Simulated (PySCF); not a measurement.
A run for PySCF: D3(BJ) and D4 dispersion corrections on CH3NO (SMILES NC=O).

```python
from pyscf import gto
from pyscf.dispersion import dftd3, dftd4

mol = gto.M(
    atom='''
    C    -2.01864900    0.05288300    0.00000000
    O    -1.45220000    1.14363400    0.00000000
    N    -1.40777000   -1.14248400    0.00000000
    H    -1.96459600   -1.97703600    0.00000000
    H    -0.38724400   -1.20778200    0.00000000
    H    -3.11706100   -0.01370100    0.00000000
    ''',
    basis='def2-svp',
    charge=0, spin=0, verbose=0, max_memory=1800)
d3, d4 = {}, {}
for xc in ['hf', 'pbe', 'blyp', 'revpbe', 'tpss', 'r2scan', 'b3lyp', 'pbe0', 'bhlyp', 'camb3lyp', 'b2plyp']:
    d3[xc] = float(dftd3.DFTD3Dispersion(mol, xc=xc, version='d3bj', atm=False).get_dispersion()['energy'])
    print(f'D3(BJ) {xc:10s} {d3[xc]:14.8f} Eh')
for xc in ['hf', 'pbe', 'blyp', 'revpbe', 'tpss', 'r2scan', 'b3lyp', 'pbe0', 'bhlyp', 'camb3lyp', 'b2plyp']:
    d4[xc] = float(dftd4.DFTD4Dispersion(mol, xc={'camb3lyp': 'cam-b3lyp'}.get(xc, xc), atm=True).get_dispersion()['energy'])
    print(f'D4     {xc:10s} {d4[xc]:14.8f} Eh')
```

It printed:

```
D3(BJ) hf            -0.02560837 Eh
D3(BJ) pbe           -0.00256841 Eh
D3(BJ) blyp          -0.00533820 Eh
D3(BJ) revpbe        -0.00710991 Eh
D3(BJ) tpss          -0.00311339 Eh
D3(BJ) r2scan        -0.00063943 Eh
D3(BJ) b3lyp         -0.00429892 Eh
D3(BJ) pbe0          -0.00208024 Eh
D3(BJ) bhlyp         -0.00319742 Eh
D3(BJ) camb3lyp      -0.00170958 Eh
D3(BJ) b2plyp        -0.00185445 Eh
D4     hf            -0.00968537 Eh
D4     pbe           -0.00220114 Eh
D4     blyp          -0.00518039 Eh
D4     revpbe        -0.00886825 Eh
D4     tpss          -0.00300040 Eh
D4     r2scan        -0.00051702 Eh
D4     b3lyp         -0.00353810 Eh
D4     pbe0          -0.00179235 Eh
D4     bhlyp         -0.00229212 Eh
D4     camb3lyp      -0.00175208 Eh
D4     b2plyp        -0.00151554 Eh
```

The run finished.

Cost: roughly 0.020 core-seconds.
